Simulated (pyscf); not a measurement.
Thermochemistry of product channels of H₃Sn–SnH₃ on the singlet surface, in kcal/mol, from ωB97M-D3(BJ)/def2-TZVP energies (ideal gas, 1 atm, RRHO with modes under 100 cm⁻¹ raised to 100, one conformer, R ln 2 for chiral ones without a mode under 150 cm⁻¹). Single points on ωB97X-D3(BJ)/def2-SVP structures (PySCF, gas phase).

```
products                                ΔE  ΔH(298 K)  ΔG(600 K)  ΔG(1200 K)
-----------------------------------  -----  ---------  ---------  ----------
H₂Sn=SnH₂ + hydrogen (H₂)            +30.9      +29.0      +10.6        -8.0
:HSn–SnH₃ [singlet] + hydrogen (H₂)  +21.8      +20.0        0.0       -20.1
```

The channel to H₂Sn=SnH₂ + H₂ turns favourable between 298 and 1200 K (ΔG from +20.0 kcal/mol to -8.0 kcal/mol). The channel to :HSn–SnH₃ [singlet] + H₂ turns favourable between 298 and 1200 K (ΔG from +10.2 kcal/mol to -20.1 kcal/mol).

These are energies of the channels, which say nothing of barriers. H₂Sn=SnH₂ may be a fragile minimum: a first optimisation, from another start, lost the drawn bonds. A restricted solution here is unstable towards spin polarisation, so biradical character is likely and single-reference numbers are less safe. Elements past Kr carry the def2 core potentials, without spin-orbit coupling.
